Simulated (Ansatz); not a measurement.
Ideal-gas functions of `B[O]` radical at 400 K and 1 bar, from an Ansatz frequency run at PBE0-D4/def2-TZVP.

Molar mass 28.83 g/mol, point group C2v (symmetry number 2), electronic degeneracy 2, moments of inertia 2.224, 14.099, 16.323 u Å². Harmonic wavenumbers (cm⁻¹, unscaled): 554, 908, 987, 1413, 2446, 2501.

Use S(trans) = R[1.5 ln M + 2.5 ln T − 1.1517]; rotational temperatures θ = 24.2544 K / I; S(rot) = R[ln(√π/σ · √(T³/θAθBθC)) + 1.5]; for each mode x = 1.438777 ν̃/T, S = R[x/(eˣ − 1) − ln(1 − e⁻ˣ)] and H = RT x/(eˣ − 1); 1 cm⁻¹ = 0.0119627 kJ/mol; R = 8.31446 J/(mol·K).

**Question.** By hand: the entropy, in J/(mol·K).

**Answer.** Translation 156.9. Rotation: θ = 10.9058, 1.7203, 1.4859 K, giving 72.4. Vibration, mode by mode: 3.83, 1.40, 1.12, 0.32, 0.01, 0.01, in all 6.7. Electronic 5.8. Sum 241.8 J/(mol·K).

**Question.** By hand: H − E and G − E in kJ/mol, counted from the electronic energy.

**Answer.** Zero-point energy ½ × 8809 × 0.0119627 = 52.7; thermal vibration 1.9; translation, rotation and pV give 4 RT = 13.3. H − E = 67.9 kJ/mol, and G − E = 67.9 − 400 × 241.8/1000 = -28.8 kJ/mol.

Vibration gives 3 % of the entropy.
